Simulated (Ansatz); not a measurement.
C$_{4}$H$_{8}$, SMILES `C/C=C\C`. Total charge 0; spin multiplicity 1.

```xyz
12

C     1.147   -1.151    0.044
C     0.147   -0.457    0.905
C    -0.701    0.505    0.551
C    -0.861    1.126   -0.795
H     2.158   -1.020    0.441
H     0.958   -2.229    0.023
H     1.143   -0.791   -0.985
H     0.119   -0.787    1.942
H    -1.362    0.894    1.323
H    -0.685    2.206   -0.746
H    -0.181    0.710   -1.538
H    -1.883    0.995   -1.164
```

(1) List the harmonic frequencies (cm⁻¹, unscaled) at PBE0-D4/def2-TZVP in Ansatz. (Best estimate.)

(2) Is this a minimum?

(3) Give the ideal-gas thermochemistry at 298.15 K and 1 bar (rigid rotor, harmonic oscillator; point group C2v, symmetry number 2).

Results:

(1) Ansatz gave: 127, 142, 291, 400, 569, 697, 884, 992, 1007, 1025, 1059, 1060, 1161, 1290, 1380, 1408, 1437, 1471, 1476, 1480, 1486, 1754, 3039, 3041, 3089, 3090, 3129, 3143, 3147, 3167.

(2) Yes, all 30 modes are real.

(3) Zero-point energy 283.8 kJ/mol; H(298) − E = 300.7 kJ/mol; entropy 296.0 J/(mol·K), of which translation 159.1, rotation 96.1, vibration 40.9; G(298) − E = 212.4 kJ/mol.
